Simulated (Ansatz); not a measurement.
## [H···H···SiH₃], doublet in 6-31G: errors against full CI

Geometry: a point of a hydrogen-transfer path between rigid fragments, not a stationary point.

```csv
atom,x (Å),y (Å),z (Å)
H,-2.7318,0.0000,0.0000
H,-1.7098,0.0000,0.0000
Si,0.1002,0.0000,0.0000
H,0.5501,-1.4163,0.0000
H,0.5501,0.7081,-1.2265
H,0.5501,0.7081,1.2265
```

Basis 6-31G; Ansatz 0.2.0. Only valence electrons are correlated (noble-gas cores frozen), which leaves 9 electrons in 18 orbitals. R marks a restricted (for open shells ROHF) determinant, U an unrestricted one. Active spaces: valence = (9e, 9o) chosen from the atoms' valence shells; pair = (3e, 3o) about the gap.

Full CI is exact within this basis and frozen core; it isn't the basis-set limit. The frozen core follows each run's orbitals, which can shift R against U totals by a few meV.

For open shells CISD is restricted-active-space CI with the open shells as a complete middle space.

```
UHF ⟨S²⟩                          : 0.796
T1 diagnostic (RCCSD)             : 0.0236
largest doubles amplitude (RCCSD) : 0.067
T1 diagnostic (UCCSD)             : 0.0161
```

```csv
level,E − E(full CI) (mEh),share of correlation (%),wall time
RHF,105.98,0.00,–
UHF,96.42,9.02,–
RMP2,31.11,70.64,–
UMP2,30.62,71.10,–
CISD,6.76,93.62,0.3 s
RCCSD,1.61,98.48,–
UCCSD,1.55,98.54,–
RCCSD(T),0.47,99.55,0.3 s
UCCSD(T),0.49,99.54,0.27 s
BCCD(T),0.48,99.55,0.39 s
RCCSDT,0.06,99.94,–
UCCSDT,0.06,99.95,–
RCCSDT(Q),0.01,99.99,2.3 s
UCCSDT(Q),0.01,99.99,2 s
RCCSDTQ,0.00,100.00,22 s
CASSCF (pair space),78.10,26.30,–
NEVPT2 (pair space),22.34,78.92,0.21 s
CASSCF (valence space),26.97,74.55,–
NEVPT2 (valence space),7.39,93.03,1.9 s
MRCISD (valence space),0.90,99.15,–
MRCISD+Q (valence space),0.46,99.57,3 s
```

The correlation energy at full CI, counted from RHF, is -2.884 eV. That run took 73 s on 1 thread of Arm Neoverse V2, shared host over 13,106,016 determinants.

Times hold each run's SCF and search for its determinant on a shared host, so for small cases they say little of a method's own cost; they ran on 1 thread of Arm Neoverse V2.

The full-CI state has the irrep A' of Cs, in the program's axes (one component, if the state is degenerate).

Natural occupations of full CI about the gap: 1.976 1.963 1.963 1.952 0.997 0.042 0.031 0.025 0.025 0.005; effectively unpaired electrons, Σ n²(2−n)², 1.04.
